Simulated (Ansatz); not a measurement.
## Four-centre ligand exchange

Start structure (SiH₅SF, closed shell), relaxed at PBE0-D4/def2-TZVP:

```
8
angstrom
Si -0.9054 0.6573 0.0076
S 0.1982 -0.7807 1.1764
H -0.0045 1.3521 -0.9403
H -1.5621 1.6408 0.9019
H -1.9157 -0.1531 -0.7084
H 1.3456 -1.3540 -0.6200
F 1.7489 -1.4698 -1.4569
H 1.0950 0.1074 1.6397
```

The step: SiH₄S ([SiH3][SH]) + HF → SiH₃F ([F][SiH3]) + H₂S; bonds formed: Si1–F7, S2–H6; bonds broken: Si1–S2, H6–F7. Program: Ansatz 0.2.0. Basis: def2-TZVPP and def2-QZVPP. Cores are frozen in the correlated methods. Extrapolation: Hartree–Fock as exp(−7.88 √X), correlation as X^−2.97. Energies below are by CCSD(T) at an estimated basis limit (MP2 extrapolated from triple and quadruple zeta, plus CCSD(T) − MP2 in triple zeta).

Task: What are the electronic barrier and the energy of the step, from the start structure to the end structure? (To be estimated.)

Result: Computed: Barrier 1.368 eV; step energy -0.614 eV (downhill); reverse barrier, their difference, 1.982 eV. Barrier and step energy count from the start structure, the reverse barrier from the end structure.

The saddle point: One imaginary mode of 813i cm⁻¹.
```tsv
pair	start (Å)	saddle (Å)	end (Å)
Si1–F7	3.70	1.91	1.61
S2–H6	2.21	1.52	1.34
Si1–S2	2.16	2.42	3.74
H6–F7	0.94	1.26	2.57
```

Zero-point energy (harmonic, PBE0-D4): ZPE is 1.252 eV at the start and 1.166 eV at the saddle, so the barrier goes from 1.368 to 1.282 eV.

No T1 diagnostic of these runs exceeds 0.013.

Labels in which every atom is bracketed show which atoms are joined, not bond orders.

For scale, one of the runs: CCSD(T)/def2-TZVPP, 185 basis functions (an equivalent command: `ansatz run in.yaml --threads 2`). Time: 27 s of wall clock on 2 CPU threads; the host was shared. Peak host memory: 1.9 GiB.
